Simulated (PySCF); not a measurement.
Species: C5H6.
Numbering: `[CH2:1]=[C:2]=[CH:3][CH:4]=[CH2:5]` (hydrogens: H6, H7 on C1; H8 on C3; H9 on C4; H10, H11 on C5)

The same species was optimised twice, with GFN2-xTB and with PBE0-D3(BJ)/def2-SVP (PySCF), and the same property calculations (PySCF, gas phase) were run on both structures.

```
     coordinate  GFN2-xTB  PBE0-D3(BJ)/def2-SVP  change
      C1–H6 (Å)     1.079                 1.096  +0.017
      C1–H7 (Å)     1.079                 1.096  +0.017
     C5–H10 (Å)     1.078                 1.094  +0.016
     C5–H11 (Å)     1.076                 1.092  +0.016
      C3–H8 (Å)     1.083                 1.098  +0.015
      C1=C2 (Å)     1.292                 1.306  +0.014
      C4–H9 (Å)     1.082                 1.095  +0.013
      C2=C3 (Å)     1.306                 1.318  +0.012
      C4=C5 (Å)     1.328                 1.340  +0.012
      C3–C4 (Å)     1.450                 1.458  +0.008
   C2–C3–H8 (°)     119.6                 118.4    -1.2
   H6–C1–H7 (°)     116.3                 117.3    +1.0
   C5–C4–H9 (°)     120.6                 119.8    -0.8
 H10–C5–H11 (°)     116.4                 117.2    +0.8
   C4–C3–H8 (°)     116.7                 117.5    +0.8
  C4–C5–H11 (°)     121.9                 121.4    -0.5
   C2–C1–H7 (°)     121.9                 121.3    -0.6
   C3–C4–C5 (°)     123.4                 124.0    +0.6
C2–C3–C4–C5 (°)       180                   180       0
```

Rotational constants: A = 35073, B = 2356, C = 2241 MHz (GFN2-xTB) against A = 34602, B = 2306, C = 2195 MHz (PBE0-D3(BJ)/def2-SVP). Point groups within 0.08 Å: Cs and Cs.

On the GFN2-xTB structure: HOMO (eV) -6.71 [PBE0/pcSseg-1]; LUMO (eV) -0.66 [PBE0/pcSseg-1]; dipole (D) 0.25 [PBE0/pcSseg-1]; GIAO shielding of C1 (ppm) 107.3 [PBE0/pcSseg-1]; GIAO shielding of C2 (ppm) -39.9 [PBE0/pcSseg-1]; GIAO shielding of C3 (ppm) 86.5 [PBE0/pcSseg-1]; GIAO shielding of C4 (ppm) 45.3 [PBE0/pcSseg-1]; GIAO shielding of C5 (ppm) 65.1 [PBE0/pcSseg-1].

Question: What do these properties become on the PBE0-D3(BJ)/def2-SVP structure?

Answer: 
| property | level | on GFN2-xTB | on PBE0-D3(BJ)/def2-SVP | change |
| --- | --- | --- | --- | --- |
| HOMO (eV) | PBE0/pcSseg-1 | -6.71 | -6.70 | +0.01 |
| LUMO (eV) | PBE0/pcSseg-1 | -0.66 | -0.75 | -0.09 |
| dipole (D) | PBE0/pcSseg-1 | 0.25 | 0.24 | -0.01 |
| energy, GFN2-xTB geometry as zero (kcal/mol) | PBE0/pcSseg-1 | 0.0 | -0.3 | -0.3 |
| GIAO shielding of C1 (ppm) | PBE0/pcSseg-1 | 107.3 | 103.7 | -3.6 |
| GIAO shielding of C2 (ppm) | PBE0/pcSseg-1 | -39.9 | -44.4 | -4.5 |
| GIAO shielding of C3 (ppm) | PBE0/pcSseg-1 | 86.5 | 84.1 | -2.4 |
| GIAO shielding of C4 (ppm) | PBE0/pcSseg-1 | 45.3 | 43.1 | -2.2 |
| GIAO shielding of C5 (ppm) | PBE0/pcSseg-1 | 65.1 | 61.7 | -3.4 |

The heavy atoms differ by 0.019 Å rms after alignment. Among all bonds C1–H6, C1–H7, C5–H10 and C5–H11 change most and about equally (+0.016 to +0.017 Å). Changes are differences of the printed values. Neither structure is proved a minimum here.

Conformer computed: `[CH2:1]=[C:2]=[CH:3][CH:4]=[CH2:5]`: C2–C3–C4–C5 180°.
